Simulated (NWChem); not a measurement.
A series in which one site is exchanged, each optimised at PBE0/def2-SVP with NWChem, gas phase unless a solvent is named. This build's default masses of Se (78.918 u) and Br (79.917 u) are each other's, which moves their modes by up to 0.6 %.

A: BrB(Cl)Cl (BBrCl$_{2}$; site = Br)
B: FB(Cl)Cl (BCl2F; site = F)
C: ClBCl (BHCl₂; site = H)
D: ClB(Cl)Cl (BCl₃; site = Cl)

```json
[
 {"quantity": "dipole (D), PBE0/def2-SVP", "A": "0.04", "B": "0.24", "C": "[?]", "D": "0.00"},
 {"quantity": "highest harmonic frequency (cm⁻¹), PBE0/def2-SVP", "A": "987", "B": "1358", "C": "[?]", "D": "993"},
 {"quantity": "lowest singlet excitation, PBE0/def2-SVPD, TDA (eV)", "A": "5.18", "B": "6.59", "C": "[?]", "D": "5.67"}
]
```

Complete the blanks.


- dipole (D), PBE0/def2-SVP, C: 0.37
- highest harmonic frequency (cm⁻¹), PBE0/def2-SVP, C: 2704
- lowest singlet excitation, PBE0/def2-SVPD, TDA (eV), C: 5.74
